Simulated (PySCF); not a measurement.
# AlH2SF (SMILES [F][AlH][SH]): a chain of runs

Wanted: the energy along one coordinate (MP2/def2-SVPD), then an energy scan (HF/pcseg-1) of AlH2SF. Input form: a Python script.

The results are computed with PySCF 2.14.0.

### Step 1. The system as given

The species is AlH2SF (5 atoms), meant as a singlet with charge 0. As SMILES, `[F][AlH][SH]`. Geometry: relaxed at PBE0-D4/def2-TZVP. This is one conformer, not always the lowest.

Bond lengths: F1–Al2 1.645 Å, Al2–S3 2.169 Å, Al2–H4 1.569 Å, S3–H5 1.345 Å. Angles: F1–Al2–S3 116.3°, F1–Al2–H4 119.8°, S3–Al2–H4 123.9°, Al2–S3–H5 91.6°.

### Step 2. The energy along one coordinate at MP2/def2-SVPD (run 1)

Input file input.py:

```python
import numpy
from pyscf import gto, scf, mp
from scipy.spatial.transform import Rotation

mol = gto.M(
    atom=[
    ('F', (-1.203500, -1.535800, 0.877500)),
    ('Al', (-0.513900, -0.309100, 0.024800)),
    ('S', (1.536100, 0.182600, 0.533500)),
    ('H', (-1.341100, 0.430400, -1.085200)),
    ('H', (1.572300, 1.158200, -0.392100)),
],
    basis='def2-svpd',
    verbose=3,
    max_memory=1860,
    spin=0,
)

x0 = mol.atom_coords(unit='angstrom')
axis = x0[1] - x0[2]
r0 = 179.948  # dihedral 5-3-2-1 of the start, degrees
axis /= numpy.linalg.norm(axis)
dm = None
scan, good = [], []
for r in [0, 30, 60, 90, 120, 150, 180, 210, 240, 270, 300, 330]:
    xyz = x0.copy()
    xyz[[0, 1, 3]] = Rotation.from_rotvec(axis * numpy.radians(r - r0)).apply(x0[[0, 1, 3]] - x0[1]) + x0[1]
    mol.set_geom_(xyz, unit='angstrom')
    mf = scf.RHF(mol)
    mf.kernel(dm0=dm)
    dm = mf.make_rdm1()
    pt = mp.MP2(mf, frozen=11).run()
    e_final = pt.e_tot
    scan.append((r, e_final))
    good.append(mf.converged)
    print('dihedral = %.1f deg   E = %.8f Eh   converged: %s' % (r, e_final, good[-1]))

e0 = min(e for r, e in scan)
print('angle   E - Emin (kcal/mol)')
for r, e in scan:
    print('%6.3f %10.3f' % (r, (e - e0) * 627.5095))
```

Run with:

```
$ OMP_NUM_THREADS=1 python input.py
```

Standard output:

```text
converged SCF energy = -739.904016001369
E(RMP2) = -740.307984203808  E_corr = -0.403968202438338
E(SCS-RMP2) = -740.301225990659  E_corr = -0.397209989289401
dihedral = 0.0 deg   E = -740.30798420 Eh   converged: True
converged SCF energy = -739.901680176231
E(RMP2) = -740.305730081859  E_corr = -0.40404990562818
E(SCS-RMP2) = -740.298946784275  E_corr = -0.397266608044136
dihedral = 30.0 deg   E = -740.30573008 Eh   converged: True
converged SCF energy = -739.896909965043
E(RMP2) = -740.301018088205  E_corr = -0.404108123162494
E(SCS-RMP2) = -740.294185080868  E_corr = -0.397275115824976
dihedral = 60.0 deg   E = -740.30101809 Eh   converged: True
converged SCF energy = -739.894400897676
E(RMP2) = -740.298522741282  E_corr = -0.404121843606102
E(SCS-RMP2) = -740.291662439589  E_corr = -0.397261541912847
dihedral = 90.0 deg   E = -740.29852274 Eh   converged: True
converged SCF energy = -739.896796486026
E(RMP2) = -740.300992174538  E_corr = -0.404195688511578
E(SCS-RMP2) = -740.29415244791  E_corr = -0.397355961883267
dihedral = 120.0 deg   E = -740.30099217 Eh   converged: True
converged SCF energy = -739.901565538508
E(RMP2) = -740.305707789971  E_corr = -0.40414225146243
E(SCS-RMP2) = -740.298922324416  E_corr = -0.397356785907819
dihedral = 150.0 deg   E = -740.30570779 Eh   converged: True
converged SCF energy = -739.90389991094
E(RMP2) = -740.307959697417  E_corr = -0.404059786476982
E(SCS-RMP2) = -740.30120363296  E_corr = -0.397303722019066
dihedral = 180.0 deg   E = -740.30795970 Eh   converged: True
converged SCF energy = -739.901565817256
E(RMP2) = -740.305708056488  E_corr = -0.404142239232353
E(SCS-RMP2) = -740.298922593259  E_corr = -0.397356776003401
dihedral = 210.0 deg   E = -740.30570806 Eh   converged: True
converged SCF energy = -739.896796782579
E(RMP2) = -740.300992453139  E_corr = -0.404195670560215
E(SCS-RMP2) = -740.294152731084  E_corr = -0.397355948505169
dihedral = 240.0 deg   E = -740.30099245 Eh   converged: True
converged SCF energy = -739.894400902333
E(RMP2) = -740.298522689462  E_corr = -0.404121787129104
E(SCS-RMP2) = -740.2916623953  E_corr = -0.397261492967191
dihedral = 270.0 deg   E = -740.29852269 Eh   converged: True
converged SCF energy = -739.896909663776
E(RMP2) = -740.301017685664  E_corr = -0.404108021887945
E(SCS-RMP2) = -740.294184690372  E_corr = -0.397275026596199
dihedral = 300.0 deg   E = -740.30101769 Eh   converged: True
converged SCF energy = -739.901679880036
E(RMP2) = -740.305729715489  E_corr = -0.404049835453356
E(SCS-RMP2) = -740.298946427842  E_corr = -0.397266547805542
dihedral = 330.0 deg   E = -740.30572972 Eh   converged: True
angle   E - Emin (kcal/mol)
 0.000      0.000
30.000      1.414
60.000      4.371
90.000      5.937
120.000      4.388
150.000      1.428
180.000      0.015
210.000      1.428
240.000      4.387
270.000      5.937
300.000      4.372
330.000      1.415
```

Wall time 30 s (1 thread of Intel Xeon at 2.50GHz (Skylake/Cascade Lake), shared host); peak memory 0.27 GiB.

The scan, from its lowest point:

```
H5–S3–Al2–F1 (°)  energy (kJ/mol)
           0.000              0.0
          30.000              5.9
          60.000             18.3
          90.000             24.8
         120.000             18.4
         150.000              6.0
         180.000              0.1
         210.000              6.0
         240.000             18.4
         270.000             24.8
         300.000             18.3
         330.000              5.9
```

### Step 3. The energy along one coordinate at HF/pcseg-1 (sfX2C) (run 2)

Input file calc.py:

```python
import numpy
from pyscf import gto
from scipy.spatial.transform import Rotation

mol = gto.M(
    atom=[
    ('F', (-1.203500, -1.535800, 0.877500)),
    ('Al', (-0.513900, -0.309100, 0.024800)),
    ('S', (1.536100, 0.182600, 0.533500)),
    ('H', (-1.341100, 0.430400, -1.085200)),
    ('H', (1.572300, 1.158200, -0.392100)),
],
    max_memory=1860,
    basis='pcseg-1',
    verbose=3,
)

x0 = mol.atom_coords(unit='angstrom')
axis = x0[1] - x0[2]
r0 = 179.948  # dihedral 5-3-2-1 of the start, degrees
axis /= numpy.linalg.norm(axis)

scan, good = [], []
for r in [0, 30, 60, 90, 120, 150, 180]:
    xyz = x0.copy()
    xyz[[0, 1, 3]] = Rotation.from_rotvec(axis * numpy.radians(r - r0)).apply(x0[[0, 1, 3]] - x0[1]) + x0[1]
    mol.set_geom_(xyz, unit='angstrom')
    mf = mol.RHF()
    mf = mf.x2c()
    mf.kernel()
    e_tot = mf.e_tot
    scan.append((r, e_tot))
    good.append(mf.converged)
    print('dihedral = %.1f deg   E = %.8f Eh   converged: %s' % (r, e_tot, good[-1]))

e0 = min(e for r, e in scan)
print('angle   E - Emin (kcal/mol)')
for r, e in scan:
    print('%6.3f %10.3f' % (r, (e - e0) * 627.5095))
```

Run with:

```
$ OMP_NUM_THREADS=1 python calc.py
```

Standard output:

```text
converged SCF energy = -741.547468954862
dihedral = 0.0 deg   E = -741.54746895 Eh   converged: True
converged SCF energy = -741.545093851669
dihedral = 30.0 deg   E = -741.54509385 Eh   converged: True
converged SCF energy = -741.540193267696
dihedral = 60.0 deg   E = -741.54019327 Eh   converged: True
converged SCF energy = -741.537546586169
dihedral = 90.0 deg   E = -741.53754659 Eh   converged: True
converged SCF energy = -741.539788507665
dihedral = 120.0 deg   E = -741.53978851 Eh   converged: True
converged SCF energy = -741.544432159184
dihedral = 150.0 deg   E = -741.54443216 Eh   converged: True
converged SCF energy = -741.546723996762
dihedral = 180.0 deg   E = -741.54672400 Eh   converged: True
angle   E - Emin (kcal/mol)
 0.000      0.000
30.000      1.490
60.000      4.566
90.000      6.226
120.000      4.820
150.000      1.906
180.000      0.467
```

Wall time 11 s (1 thread of Intel Xeon at 2.50GHz (Skylake/Cascade Lake), shared host); peak memory 0.14 GiB.

The scan, from its lowest point:

```
H5–S3–Al2–F1 (°)  energy (kJ/mol)
           0.000              0.0
          30.000              6.2
          60.000             19.1
          90.000             26.1
         120.000             20.2
         150.000              8.0
         180.000              2.0
```
